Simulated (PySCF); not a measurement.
Compound: C2H3N2 (doublet state).
Z-matrix (Å and degrees, GFN2-xTB geometry), rows numbered from 1:
```
C 
N   1  1.2488
C   2  1.3834  1  126.86
N   3  1.2259  2  127.94  1   -75.36
H   1  1.0821  2  117.60  3   176.26
H   1  1.0907  2  125.15  3    -4.51
H   3  1.1036  2  110.11  1   112.29
```

The hyperfine couplings belong to this conformer and change with its torsions.

The species is `C=NC=[N]` [radical].

Theory: UKS B3LYP, pcH-1 on C H N, non-relativistic, mean-field spin-orbit, GIAO (PySCF 2.14.0). Geometry: GFN2-xTB, one conformer, isolated molecule. The geometry wasn't refined by DFT: couplings that depend on bond lengths, twists or pyramidal angles can differ widely from those at the functional's own minimum. The frame is twisted about the N2–C3 bond at this geometry (dihedral C1–N2–C3–N4 = -75°); couplings at other torsion angles weren't computed.

Task: Where do the isotropic ENDOR lines of C3, C1, N4, N2, H5 and H6 fall at 336.7 mT, to first order?

Result: ν± = |νn ± a/2|, one line for each electron-spin manifold; νn = |g_N| × 7.62259 MHz/T × B.

```csv
nuclei,isotope,g_N,νn (MHz),a_iso (MHz),lower line (MHz),upper line (MHz)
C3,13C,1.4048,3.61,-64.08,28.43,35.65
C1,13C,1.4048,3.61,-10.99,1.89,9.10
N4,14N,0.4038,1.04,21.96,9.95,12.02
N2,14N,0.4038,1.04,19.48,8.70,10.78
H5,1H,5.5857,14.34,15.50,6.59,22.09
H6,1H,5.5857,14.34,5.14,11.76,16.91
```

The rows for 13C, of low natural abundance, apply to labelled samples.

Task: Which pairs are centred on the nuclear Larmor frequency, and which on half the coupling?

Result: Centred on νn, since |a| < 2νn: H5 and H6. Centred on |a|/2 and split by 2νn: C3, C1, N4 and N2.

Task: At what field would the lower line of C1 fall to zero frequency?

Result: Where νn = |a|/2, that is B = 5.50 MHz/(1.4048 × 7.62259 MHz/T) = 513 mT, as far as first order holds there.

Couplings of abundant isotopes left out: H7 (218.3 MHz).

The run took 23 s wall (with the writing of density and orbital grids) on an Arm Neoverse V2 with one thread, no GPU, shared host, and the process peaked at 0.42 GiB of memory.
